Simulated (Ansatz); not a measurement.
# SiP (quartet): wave-function methods side by side at distance Si1–P2 = 7.841 Å, 6-31G

How much of the correlation energy of SiP (quartet) does each wave-function method recover here?

Program: Ansatz 0.2.0, Gaussian basis. Level of theory: 6-31G, core rule «outside noble gas», up to 10 orbitals frozen. These are calculated values, not measurements.

Plan: UHF; CCSD(T) on ROHF; CCSD(T) on UHF; BCCD(T) on ROHF; CISD; CCSDT(Q) on ROHF; CCSDT(Q) on UHF; CISDTQ; CCSDTQ on UHF; CASSCF and MRCISD+Q, 5 electrons in 5 orbitals; CASSCF and NEVPT2, 5 electrons in 5 orbitals; CASSCF and MRCISD+Q, 9 electrons in 8 orbitals; CASSCF and NEVPT2, 9 electrons in 8 orbitals; Full CI; Full CI in the symmetry of the determinant.

26 further runs of the same task are left out: 20 that didn't finish, 6 set aside as unsound or not needed.

## (1) The geometry

The geometry derives from a PBE0/def2-TZVP stationary point (not a proven minimum). One bond is set to the value named and the two fragments are kept rigid.

2 atoms, charge 0, spin multiplicity 4.

Atoms are counted from 1 here; the program's logs count them from 0.

No contacts short enough for the rule that draws bonds.

## (2) UHF

Input file in.yaml:

```yaml
crystal:
  periodic: [false, false, false]
  atoms:
    - {symbol: Si, position_ang: [0.000000, 0.000000, 0.000000]}
    - {symbol: P, position_ang: [0.000000, 0.000000, 7.841000]}
basis:
  gaussian: {orbitals: 6-31G}
magnetization: {spin_polarized: true, initial_magnetization: 3}
hamiltonian: {xc: hf}
output: {orbitals: {seedname: orbitals}}
```

Started as:

```bash
ansatz run in.yaml --threads 1 --pin off --events-out ev --progress --plain --max-ram 2393MiB
```

Further steps of the session: CCSD(T) on ROHF; CCSD(T) on UHF; BCCD(T) on ROHF; CISD; CCSDT(Q) on ROHF; CCSDT(Q) on UHF; CISDTQ; CCSDTQ on UHF; CASSCF and MRCISD+Q, 5 electrons in 5 orbitals; CASSCF and NEVPT2, 5 electrons in 5 orbitals; CASSCF and MRCISD+Q, 9 electrons in 8 orbitals; CASSCF and NEVPT2, 9 electrons in 8 orbitals; Full CI; Full CI in the symmetry of the determinant.

Before running them: what should the planned runs give, taken together? Wanted: FCI below the RHF energy; RMP2 from FCI; UMP2 from FCI; RCCSD from FCI; RCCSD(T) from FCI; UCCSD(T) from FCI; RCCSDT(Q) from FCI; UCCSDT(Q) from FCI; NEVPT2 pair from FCI.

As calculated:

| quantity | value |
| --- | --- |
| FCI below the RHF energy | -2.6908 eV |
| RMP2 from FCI | +844.7 meV |
| UMP2 from FCI | +880.0 meV |
| RCCSD from FCI | +102.5 meV |
| RCCSD(T) from FCI | -664.4 meV |
| UCCSD(T) from FCI | +14.8 meV |
| RCCSDT(Q) from FCI | +14.6 meV |
| UCCSDT(Q) from FCI | -0.1 meV |
| NEVPT2 pair from FCI | +394.5 meV |
| MRCISD+Q pair from FCI | -10.9 meV |
| NEVPT2 valence from FCI | +273.3 meV |
| levels within 1 kcal/mol (43 meV) | UCCSD(T), BCCD(T), RCCSDT, UCCSDT, CISDTQ, RCCSDT(Q), UCCSDT(Q), UCCSDTQ, MRCISD pair, MRCISD+Q pair, MRCISD valence, MRCISD+Q valence |
| T1 diagnostic | 0.352 |
| effectively unpaired electrons | 5.02 |

What this shows: RCCSD(T) misses by -664.4 meV, 24.7 % of the correlation energy. CCSD(T) misses by -664.4 meV on the restricted determinant and by +14.8 meV on the unrestricted one; the two need not hold the same state or core. RCCSD(T), MRCISD+Q pair fall below full CI, which methods that aren't variational can do. The occupations show strong static correlation (5.0 unpaired electrons where one determinant has 3). Of the multireference levels listed MRCISD+Q valence comes nearest in total energy (-0.4 meV), which doesn't show that its space is the better one. Coupled cluster took another determinant than the lowest Hartree-Fock one. These misses are within one basis, not against nature; the frozen cores of restricted and unrestricted runs differ, which can shift their rows.
